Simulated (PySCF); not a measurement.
AlSi: energy against distance

Set-up: Al aug-pcseg-1, Si aug-pcseg-1; no relativity (PySCF 2.14). Energies in eV from Al + Si in their ground configurations at the same level. State: ⁴Σ⁻ (quartet), unpaired electrons σ ↑, π ↑↑.

All columns are r²SCAN. A positive dipole means Al(−)Si(+).

```csv
R (Å),E (eV),μ (D),Mulliken charge on Al (basis-dependent),HOMO (eV),LUMO (eV),Mayer bond order,⟨S²⟩
2.090,-2.071,-1.06,0.15,-4.97,-3.74,0.69,3.75
2.187,-2.430,-1.13,0.19,-5.04,-3.60,0.71,3.75
2.284,-2.624,-1.22,0.24,-5.10,-3.48,0.73,3.75
2.357,-2.691,-1.30,0.27,-5.13,-3.42,0.74,3.75
2.430,-2.708,-1.40,0.30,-5.16,-3.43,0.75,3.75
2.503,-2.687,-1.51,0.32,-5.18,-3.44,0.76,3.75
2.600,-2.618,-1.68,0.35,-5.10,-3.44,0.76,3.75
2.722,-2.488,-1.92,0.38,-4.97,-3.42,0.77,3.75
2.867,-2.297,-2.25,0.40,-4.82,-3.38,0.78,3.75
3.062,-2.021,-2.70,0.40,-4.65,-3.30,0.80,3.75
```

A fit through these points gives, at Re = 2.423 Å, μ = -1.39 D and dμ/dR = -1.40 D/Å; the reduced mass is 13.74 u.

Question: How strong is the fundamental in the double-harmonic approximation, I = 42.26·(dμ/dR)²/μred km/mol?

Answer: I = 42.26·(-1.40)²/13.74 = 6.03 km/mol at r²SCAN.

The state is the lowest determinant that a PBE0 search found; another state may lie lower at other levels.
